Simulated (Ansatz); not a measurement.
**CH3NO2: small, medium and large basis sets**

An exercise on one series of results from a longer session: the logs are not shown, and one member is left open.

Computed with Ansatz 0.2.0, Gaussian basis. Level: one geometry, several basis sets.

Plan: PBE0-D4/def2-SVP; ωB97M-V/def2-SVP; PBE0-D4/def2-QZVPP; ωB97M-V/def2-QZVPP; the functionals' def2-TZVPP values are taken from earlier runs.

## The relaxed structure

An earlier PBE0-D4 in a triple-zeta def2 set relaxation fixed the geometry.

SMILES `NC(=O)O`, 7 atoms, charge 0, spin multiplicity 1.

Atoms are counted from 1 here; the program's logs count them from 0.

Bond lengths: N1–C2 1.349 Å, N1–H5 1.002 Å, N1–H6 1.002 Å, C2–O3 1.206 Å, C2–O4 1.352 Å, O4–H7 0.964 Å. Angles: C2–N1–H5 121.2°, C2–N1–H6 118.3°, H5–N1–H6 120.5°, N1–C2–O3 125.8°, N1–C2–O4 110.8°, O3–C2–O4 123.4°, C2–O4–H7 105.5°.

The first run:

File in.yaml:

```yaml
crystal:
  periodic: [false, false, false]
  atoms:
    - {symbol: N, position_ang: [-0.437077, 0.865791, 0.284479]}
    - {symbol: C, position_ang: [0.194324, -0.320421, 0.167126]}
    - {symbol: O, position_ang: [0.624833, -0.982756, 1.078092]}
    - {symbol: O, position_ang: [0.291094, -0.686274, -1.130711]}
    - {symbol: H, position_ang: [-0.781898, 1.351912, -0.521099]}
    - {symbol: H, position_ang: [-0.581792, 1.237472, 1.203191]}
    - {symbol: H, position_ang: [0.751616, -1.533623, -1.126778]}
basis:
  gaussian: {orbitals: def2-SVP}
hamiltonian: {xc: pbe0, dispersion: d4}
output: {orbitals: {seedname: orbitals}}
```

Started as:

```sh
$ ansatz run in.yaml --threads 2 --pin off --events-out ev --progress --plain --max-ram 4352MiB
```

Steps of the session up to this table: PBE0-D4 in def2-SVP; ωB97M-V in def2-SVP; PBE0-D4 in def2-QZVPP; ωB97M-V in def2-QZVPP.

One table of the session follows, with a row left open; its other results are not shown here.

It belongs to the step «Density functionals: the series». 

| functional | basis | HOMO (eV) | LUMO (eV) |
| --- | --- | --- | --- |
| PBE0-D4 | def2-SVP | ? | ? |
| PBE0-D4 | def2-TZVPP | -8.12 | 0.87 |
| PBE0-D4 | def2-QZVPP | -8.18 | 0.44 |
| ωB97M-V | def2-SVP | -10.24 | 3.30 |
| ωB97M-V | def2-TZVPP | -10.53 | 2.26 |
| ωB97M-V | def2-QZVPP | -10.60 | 1.61 |

Q: Estimate the row for PBE0-D4, def2-SVP from the others.

As computed: HOMO (eV): -7.83; LUMO (eV): 1.69. In the column «HOMO (eV)» it is the highest.
